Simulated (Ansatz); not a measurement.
SiNH2F (SMILES N[Si]F): the energy, rung by rung

The species is SiNH2F (5 atoms), meant as a singlet with charge 0. SMILES: `N[Si]F`. Geometry: relaxed at PBE0-D4/def2-TZVP. This is one conformer, not always the lowest.

```xyz
5

N    -0.4213    0.2401   -0.3311
Si    0.1361   -1.1336    0.5051
F     1.5654   -0.5488    1.0015
H     0.0854    1.1096   -0.4209
H    -1.3157    0.2591   -0.7960
```

Each level gives the energy change with the N1–H4 bond stretched from 1.010 to 2.021 Å (eV). The values are calculated.

| level | kind | program | value (eV) | less FCI/STO-3G | CPU time (all runs) |
| --- | --- | --- | --- | --- | --- |
| PBE/STO-3G (restricted) | GGA | Ansatz | 4.55 | +0.27 | 2.3 s |
| r2SCAN/STO-3G (restricted) | meta-GGA | Ansatz | 4.97 | +0.69 | 5.6 s |
| BHLYP/STO-3G (restricted) | global hybrid | Ansatz | 6.15 | +1.87 | 2.4 s |
| r2SCAN0/STO-3G (restricted) | hybrid meta-GGA | Ansatz | 5.72 | +1.44 | 5.5 s |
| wB97X/STO-3G (restricted) | range-separated hybrid | Ansatz | 5.88 | +1.60 | 11 s |
| B2PLYP/STO-3G (restricted) | double hybrid | Ansatz | 5.32 | +1.04 | 3.5 s |
| MP2/STO-3G (restricted) | perturbation theory | Ansatz | 5.52 | +1.24 | 0.31 s |
| BCCD(T)/STO-3G (restricted) | coupled cluster or CI | Ansatz | 4.36 | +0.08 | 0.47 s |
| CCSD/STO-3G (restricted) | coupled cluster or CI | Ansatz | 4.57 | +0.29 | 0.4 s |
| FCI/STO-3G | exact in the basis | Ansatz | 4.28 | 0.00 | 47 s |

FCI/STO-3G is exact within its basis and frozen core, so for wave-function methods in that basis the difference is their error; functionals converge differently with the basis, so for them it is only a difference. The first shape isn't each level's own minimum. The values span 4.28 to 6.15 eV. All rows use very small basis sets, so even the best lies far from the true value. CPU times are rough (shared hosts, several kinds of processor): they show what a rung costs within a factor of a few.
